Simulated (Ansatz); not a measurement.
Abridged output of a molecular run in Ansatz:

```
Functional definition: HF
1496 factors; integrals over basis functions are off by at most 1.5e-3 eV
mean field evaluation 1: about -6363.9025 eV, gradient 3.5e1 eV
mean field evaluation 2: about -6363.9109 eV, gradient 3.5e1 eV
mean field evaluation 4: about -6367.7477 eV, gradient 3.7e0 eV
mean field evaluation 8: about -6367.7946 eV, gradient 1.5e-4 eV
mean field -6367.79456721 eV, -234.0121340988 hartree, gradient 2.8e-6 eV, S^2 0.000000; 0 other end points of the search recorded, 0 dependent functions left out
6 core orbitals not correlated: weight in the atoms' cores, before any rotation towards them, 1.000 or more for the frozen orbitals, at most 0.000 for the correlated occupied ones
reference -6367.79456721 eV, -234.0121340988 hartree; 18, 18 occupied and 120, 120 virtual orbitals, 1496 factors
second order -23.12870100 eV of doubles, -0.00000000 eV of singles
cycle   1  -24.47514704 eV  change    -1.3e0 eV  update   9.7e-2
cycle   2  -25.12874810 eV  change   -6.5e-1 eV  update   3.0e-2
cycle   3  -25.22983174 eV  change   -1.0e-1 eV  update   1.1e-2
cycle   4  -25.23268538 eV  change   -2.9e-3 eV  update   3.3e-3
cycle   5  -25.23373352 eV  change   -1.0e-3 eV  update   1.0e-3
cycle   6  -25.23365720 eV  change    7.6e-5 eV  update   2.8e-4
cycle   7  -25.23362554 eV  change    3.2e-5 eV  update   7.4e-5
cycle   8  -25.23363400 eV  change   -8.5e-6 eV  update   2.2e-5
perturbative correction -0.81497029 eV, -0.0299496057 hartree
Total energy: -6393.84317150 eV, -234.9694026500 hartree
```

Its atoms:

Cartesian coordinates in Å:
```
C -1.402 -0.432 -2.037
C -1.603 0.362 -0.790
C -0.759 0.505 0.227
C 0.606 -0.087 0.387
C 0.649 -0.996 1.613
C 1.653 1.018 0.498
H -2.181 -1.193 -2.141
H -0.436 -0.936 -2.068
H -1.475 0.210 -2.920
H -2.559 0.877 -0.720
H -1.079 1.129 1.062
H 0.844 -0.693 -0.493
H 1.645 -1.427 1.746
H 0.406 -0.432 2.519
H -0.070 -1.813 1.525
H 1.449 1.658 1.361
H 1.657 1.651 -0.393
H 2.655 0.598 0.624
```

(1) Which basis set was used?
A. cc-pV(T+d)Z
B. def2-SVP
C. def2-QZVPP
D. def2-TZVPPD

(2) Write the keys of the input that set method, charge and spin (a neutral closed shell needs none for the last two).

Answers

(1) B. It gives 144 functions.

(2) 
```yaml
correlation: {method: ccsd_t}
```
